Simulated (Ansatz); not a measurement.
**A rate constant, worked out**

An elementary step of CH$_{5}$AlO, singlet (CH₂O ([CH2][O]) + AlH₃ → CH₅AlO ([CH3][O][AlH2]); Al–H broken or loosened, Al–O, H–C formed or tightened). The start structure is the complex of the reactants, bound by 0.90 eV, and the electronic barrier above it is 0.466 eV by CCSD(T) at an estimated basis limit (MP2 extrapolated from triple and quadruple zeta, plus CCSD(T) − MP2 in triple zeta). Computed with Ansatz 0.2.0 (basis: def2-TZVPP and def2-QZVPP); correlated methods freeze the cores. Extrapolation: Hartree–Fock as exp(−7.88 √X), correlation as X^−2.97. Harmonic wavenumbers at PBE0-D4/def2-TZVP (Ansatz 0.2.0), in cm⁻¹:

Start: 130, 241, 348, 349, 514, 537, 762, 770, 773, 1227, 1269, 1503, 1781, 1827, 1886, 1894, 3004, 3117.

Saddle: 356i, 159, 329, 460, 466, 528, 734, 774, 796, 1183, 1257, 1505, 1678, 1743, 1907, 1923, 3007, 3104.

(1) Work out the transition-state-theory rate constant at 600 K from these numbers alone (harmonic vibrations; rotation, path degeneracy and anharmonicity left out), and the Wigner tunnelling factor. Use 1 cm⁻¹ = 1.2398 × 10⁻⁴ eV and k_B = 8.617 × 10⁻⁵ eV/K.

No T1 diagnostic of these runs exceeds 0.019.

Results:

(1) Zero-point energies, half the sums: start 21932/2 cm⁻¹ = 1.3596 eV; saddle, real modes only, 21553/2 cm⁻¹ = 1.3361 eV.
Barrier with zero-point energy: 0.466 + 1.3361 − 1.3596 = 0.4425 eV.
k_BT = 0.05170 eV, so the barrier is 8.56 k_BT.
Vibrational partition functions from the zero-point level, ln q = −Σ ln(1 − exp(−hν/k_BT)): start 4.643, saddle 3.598.
k = (k_BT/h) exp(ln q‡ − ln q) exp(−E0/k_BT), with log₁₀(k_BT/h in s⁻¹) = 13.10: log₁₀ k = 13.10 + (-1.045 − 8.56)/2.3026 = 8.93, so k ≈ 9 × 10^(8) s⁻¹.
Wigner factor: 1 + (hν‡/k_BT)²/24 = 1 + (0.85)²/24 = 1.03. A change of 1 kcal/mol (0.043 eV) in the barrier would change k by a factor of 2.3 at this temperature.

Labels in which every atom is bracketed show which atoms are joined, not bond orders.

For scale, one of the runs: CCSD(T)/def2-TZVPP, 174 basis functions, launched by `ansatz run in.yaml --threads 2 --pin off --events-out ev --progress --plain --max-ram 4352MiB`. Hardware: 2 CPU threads of an Arm Neoverse V1, shared host. Wall time 27 s; peak host memory 1.5 GiB.
